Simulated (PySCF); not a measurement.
Compound: NH3.
Atom-mapped SMILES: `[NH3:1]` (hydrogens: H2, H3, H4 on N1)

Computed by this run: PBE0-D3(BJ)/def2-SVP geometry optimisation, gas phase in PySCF 2.14.0; density fitting, grid level 1; the optimiser is geomeTRIC in internal coordinates, started from a GFN2-xTB structure with every atom displaced at random (about 0.01 Å).

Step 0: E = -1535.8054 eV
```
atom  x, y, z in Å  |  force x, y, z in eV/Å
N1     -0.2614    0.0090   -0.0875   -0.834  -0.258   1.936
H2      0.2976   -0.1353   -0.8886    0.960   0.028  -1.185
H3      0.0307    0.8719    0.3880    0.053  -0.393  -0.344
H4     -0.0287   -0.7702    0.5552   -0.179   0.623  -0.406
```

Step 1: E = -1535.4549 eV
```
atom  x, y, z in Å  |  force x, y, z in eV/Å
N1     -0.2995   -0.0136   -0.0660   -1.802  -1.838  -4.412
H2      0.3200   -0.0727   -0.8983   -0.540  -0.542   0.635
H3      0.0502    0.7393    0.3496    1.583   5.054   2.375
H4     -0.0325   -0.6776    0.5818    0.760  -2.674   1.403
```

Step 2: E = -1535.8000 eV
```
atom  x, y, z in Å  |  force x, y, z in eV/Å
N1     -0.2977   -0.0161   -0.0780   -0.144   0.122  -1.071
H2      0.3168   -0.0917   -0.9015   -0.264  -0.347   0.383
H3      0.0504    0.8067    0.3666    0.138   1.155   0.459
H4     -0.0313   -0.7234    0.5799    0.270  -0.930   0.230
```

**Question.** Estimate the geometry and energy of step 3. (The exact step hangs on the optimiser's Hessian estimate; all steps are aligned on step 2, rigid shifts and turns removed.)

**Answer.** E = -1535.8461 eV, largest force 0.306 eV/Å
```
atom  x, y, z in Å  |  force x, y, z in eV/Å
N1     -0.2894   -0.0001   -0.0744   -0.036  -0.188  -0.178
H2      0.3120   -0.1177   -0.8907   -0.034  -0.013   0.008
H3      0.0419    0.8466    0.3733    0.071   0.264   0.136
H4     -0.0264   -0.7533    0.5589   -0.001  -0.063   0.034
```

The energy changes by -0.0461 eV. The first-order estimate −F·Δx gives -0.0835 eV and the mean of the old and new forces, exact on a quadratic surface, -0.0461 eV. The step makes an angle of 50° with the force vector and moves no atom by more than 0.041 Å.

The cost below is that of the whole optimisation. On an Arm Neoverse V2 with one thread, shared host, this took 1.1 s of wall time and 0.25 GiB of memory at its peak.
